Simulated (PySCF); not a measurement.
## Two-dimensional NMR puzzle

Compound of formula C₆H₅F. Correlations simulated from computed shifts and couplings:

HSQC (one-bond C–H):
```tsv
δH	δC	¹J(C,H) (Hz)
7.66	135.7	166
7.39	128.9	165
7.37	121.4	168
```

COSY cross peaks (|J| ≥ 2 Hz):
```tsv
δH	δH	abs. J (Hz)	bonds
7.66	7.39	8.5	3
7.66	7.37	9.5	3
```

HMBC (two and three bonds, |J| ≥ 2.5 Hz):
```tsv
δH	δC [abs. J in Hz]
7.66	173.1 [11.2], 135.7 [9.2]
7.39	121.4 [8.5]
7.37	173.1 [4.8], 128.9 [8.0], 121.4 [4.3]
```

Carbons without hydrogens: δ 173.1.

[PySCF 2.14: GIAO PBE0/pcSseg-1 shieldings; spin–spin couplings from B3LYP/pcJ-1 (spin–dipole term only in couplings to heteroatoms); GFN2-xTB geometry; equivalent nuclei averaged; one conformer; no solvent model; relativity neglected]

Chemical shifts δ = σref − σ; TMS for ¹H (σ = 31.72 ppm) and ¹³C (σ = 186.93 ppm), all at this level.

Exchangeable hydrogens are left out of these lists, and C,H couplings along chains are those of one rotamer, so weak HMBC peaks may be missing or extra.

**Question.** Work out the connectivity.

**Answer.** SMILES c1ccc(F)cc1.

Structure with atom numbers: `[F:1][c:2]1[cH:3][cH:4][cH:5][cH:6][cH:7]1` (H(Xn): hydrogen on atom n).

- δC 173.1 is C2, an aromatic carbon bearing fluorine.
- δC 135.7 is C4/C6, an aromatic CH (δH 7.66).
- δC 128.9 is C5, an aromatic CH (δH 7.39).
- δC 121.4 is C3/C7, an aromatic CH (δH 7.37).
- HMBC from δH 7.66 reaches the proton-free carbon C2.
- HMBC from δH 7.37 reaches the proton-free carbon C2.
- COSY links 7.66–7.39, 7.66–7.37.

The data come from this structure; uniqueness wasn't tested.

Common functionals overestimate the size of one-bond C–F couplings by tens of Hz; these are unscaled. Unscaled 3J(H,H) at this level run about 10 % above measured values. Shifts are as computed. Against solution values, carbons near 30 ppm lie about +3 ppm off and those near 130 ppm about +5 ppm. Of 1211 compounds with measured shifts, 218 miss one by over three times the rms of a fit or turn the order of signals round; such compounds aren't used in these exercises.
